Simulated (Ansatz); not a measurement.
Cost and result for the atomization energy of `CCCCCCC` (23 atoms, 22 bonds).

Cartesian coordinates in Å:
```
C 1.925 -2.428 0.412
C 1.513 -1.845 -0.930
C 0.117 -1.235 -0.940
C -0.046 -0.022 -0.038
C -1.428 0.603 -0.137
C -1.661 1.774 0.809
C -0.778 2.980 0.531
H 1.984 -1.661 1.187
H 1.207 -3.182 0.748
H 2.905 -2.907 0.351
H 1.560 -2.631 -1.691
H 2.240 -1.084 -1.238
H -0.138 -0.946 -1.967
H -0.614 -2.001 -0.652
H 0.141 -0.302 1.006
H 0.721 0.718 -0.297
H -2.179 -0.171 0.062
H -1.602 0.933 -1.170
H -1.506 1.438 1.841
H -2.711 2.077 0.744
H -0.904 3.328 -0.499
H 0.280 2.752 0.675
H -1.026 3.813 1.193
```

Charge 0, multiplicity 1. The geometry is a stationary point of PBE0-D4/def2-TZVP. It is one conformer, not always the lowest. Program: Ansatz. All runs use 3 threads of an AMD EPYC 7R13 on a shared host and a share of an NVIDIA H100 80 GB. Times are those of one run each, without the atoms' runs, and a repeat can differ threefold. Electronic energies, without spin–orbit coupling; frozen cores. CCSD(T)/CBS adds CCSD(T) − MP2 in def2-TZVPP to the MP2 limit, and its time is that of the two runs behind it. T1 = 0.008. B3LYP takes the VWN-RPA correlation (the form of Gaussian; ORCA's B3LYP/G).

CCSD(T)/CBS is a level of theory with its own doubt, some kJ/mol a heavy atom from the limit and from the frozen cores, so smaller differences don't rank the functionals.

```csv
level,functions,wall time
PBE0-D4/def2-TZVPP,441,1.8 s
B3LYP-D4/def2-TZVPP (with forces),441,2.3 s
ωB97X-V/def2-TZVPP,441,2.6 s
PBE-D4/def2-TZVPP (with forces),441,2.6 s
r2SCAN-D4/def2-TZVPP (with forces),441,3 s
ωB97M-V/def2-TZVPP (with forces),441,3.7 s
B2PLYP/def2-TZVPP,441,6 s
MP2/def2-QZVPP,879,17 s
CCSD(T)/def2-TZVPP,441,20 s
CCSD(T)/CBS(def2),–,36 s
```

(1) What atomization energy does each give, and how far from CCSD(T)/CBS? (An estimate is asked.)

Results:

(1) Ansatz gave: 
```tsv
level	atomization (kcal/mol)	difference from CCSD(T)/CBS	per bond
PBE0-D4/def2-TZVPP	2198.6	15.2	0.7
B3LYP-D4/def2-TZVPP (with forces)	2185.6	2.2	0.1
ωB97X-V/def2-TZVPP	2186.1	2.7	0.1
PBE-D4/def2-TZVPP (with forces)	2217.9	34.5	1.6
r2SCAN-D4/def2-TZVPP (with forces)	2187.2	3.8	0.2
ωB97M-V/def2-TZVPP (with forces)	2188.7	5.3	0.2
B2PLYP/def2-TZVPP	2163.6	-19.8	-0.9
MP2/def2-QZVPP	2180.6	-2.8	-0.1
CCSD(T)/def2-TZVPP	2140.4	-43.0	-2.0
CCSD(T)/CBS(def2)	2183.4	0.0	0.0
```

From PBE to PBE0 (25 % exact exchange), in def2-TZVPP and without D4, the atomization energy moves by −17.6 kcal/mol: exact exchange takes away binding that semilocal exchange gives to molecules. The D4 term adds +16.5 kcal/mol with B3LYP and +8.9 kcal/mol with PBE0; it sums over pairs of atoms, weighted by their polarisabilities, and B3LYP, whose exchange is more repulsive, gets the larger term. In def2-TZVPP, CCSD(T) changes the Hartree–Fock value by +472.9 kcal/mol (the triples alone add +23.2 kcal/mol) and MP2 by +488.0 kcal/mol; breaking electron pairs costs correlation energy, which Hartree–Fock lacks.
